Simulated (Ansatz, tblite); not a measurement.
# SiFH3 (SiH₃F): one state, many levels

An exercise on one series of results from a longer session: the logs are not shown, and one member is left open.

Program: Ansatz 0.2.0, Gaussian basis. Level of theory: as each input shows. These are calculated values, not measurements.

Plan: GFN1-xTB, GFN2-xTB, PBE-D4/def2-TZVP, r2SCAN-D4/def2-TZVP, BLYP-D4/def2-TZVP, B3LYP-D4/def2-TZVP, ωB97M-V/def2-TZVP, LDA/def2-TZVP, HSE06-D4/def2-TZVP, ωB97X-V/def2-TZVP, B2PLYP/def2-TZVP, PBE-D4/def2-SVP, PBE0-D4/def2-SVP, HF/STO-3G, CCSD(T)/def2-TZVPP, MP2/def2-TZVP, RPA/def2-TZVP.

## The structure

The singlet was relaxed beforehand with PBE0-D4/def2-TZVP.

5 atoms, charge 0, spin multiplicity 1.

Bond lengths: Si1–F2 1.600 Å, Si1–H3 1.482 Å, Si1–H4 1.482 Å, Si1–H5 1.482 Å. Angles: F2–Si1–H3 108.3°, F2–Si1–H4 108.3°, F2–Si1–H5 108.3°, H3–Si1–H4 110.6°, H3–Si1–H5 110.6°, H4–Si1–H5 110.6°.

PBE0-D4/def2-TZVP was run before; its log isn't repeated, and its numbers join the tables.

Set-up of the first run:

Tight binding, by tblite at 300 K electronic temperature and without a spin-polarisation term:

```python
tblite.interface.Calculator('GFN1-xTB', numbers, positions, charge=0, uhf=0).singlepoint()
```

Tight binding, by tblite at 300 K electronic temperature and without a spin-polarisation term:

```python
tblite.interface.Calculator('GFN2-xTB', numbers, positions, charge=0, uhf=0).singlepoint()
```

start.molden holds the orbitals of an earlier run on this state, given as this run's starting guess.

File in.yaml:

```yaml
crystal:
  periodic: [false, false, false]
  atoms:
    - {symbol: Si, position_ang: [-0.000277, 0.000497, -0.040373]}
    - {symbol: F, position_ang: [0.010871, -0.019290, 1.559348]}
    - {symbol: H, position_ang: [1.403022, 0.011214, -0.516069]}
    - {symbol: H, position_ang: [-0.710982, 1.221826, -0.486356]}
    - {symbol: H, position_ang: [-0.702634, -1.214246, -0.516549]}
basis:
  gaussian: {orbitals: def2-TZVP, initial_orbitals: start.molden}
hamiltonian: {xc: pbe, dispersion: d4}
scf: {omitted_lower_state_checks: [starts]}
output: {orbitals: {seedname: orbitals}}
```

The run is started by

```console
$ ansatz run in.yaml --threads 4 --pin off --events-out ev --progress --plain --max-ram 3916MiB
```

Steps of the session up to this table: PBE-D4/def2-TZVP; r2SCAN-D4/def2-TZVP; BLYP-D4/def2-TZVP; B3LYP-D4/def2-TZVP; ωB97M-V/def2-TZVP; LDA/def2-TZVP; HSE06-D4/def2-TZVP; ωB97X-V/def2-TZVP; B2PLYP/def2-TZVP; PBE-D4/def2-SVP; PBE0-D4/def2-SVP; HF/STO-3G; CCSD(T)/def2-TZVPP; MP2/def2-TZVP; RPA/def2-TZVP.

One of the session's tables, all rows but one given; the rest of the session is left out.

| method | binding an atom (eV) |
| --- | --- |
| HF/STO-3G | 2.901 |
| HF/def2-TZVP | 2.555 |
| HF/def2-TZVPP | 2.558 |
| LDA/def2-TZVP | 3.623 |
| PBE-D4/def2-SVP | 3.204 |
| PBE-D4/def2-TZVP | 3.245 |
| BLYP-D4/def2-TZVP | 3.266 |
| r2SCAN-D4/def2-TZVP | 3.279 |
| B3LYP-D4/def2-TZVP | 3.287 |
| PBE0-D4/def2-SVP | 3.163 |
| PBE0-D4/def2-TZVP | 3.216 |
| HSE06-D4/def2-TZVP | 3.218 |
| ωB97X-V/def2-TZVP | 3.313 |
| ωB97M-V/def2-TZVP | ? |
| MP2/def2-TZVP | 3.208 |
| CCSD/def2-TZVPP | 3.213 |
| CCSD(T)/def2-TZVPP | 3.237 |

**Question.** Estimate the row for ωB97M-V/def2-TZVP.

The run gave: binding an atom (eV): 3.295. In the column «binding an atom (eV)» it lies between B3LYP-D4/def2-TZVP (3.287) and ωB97X-V/def2-TZVP (3.313).

Among the levels timed on like hardware and quicker than the yardstick, those that no quicker one beats, quickest first: HF/STO-3G (0.36 s, -0.336 eV); PBE-D4/def2-SVP (0.93 s, -0.033 eV); PBE-D4/def2-TZVP (1.4 s, +0.008 eV).

Caveats from the session: Free atoms were run apart at each level; binding is atoms less cluster, divided by the number of atoms, without zero-point or spin-orbit terms. CCSD(T)/def2-TZVPP isn't at the basis-set limit; small misses against it rank nothing.
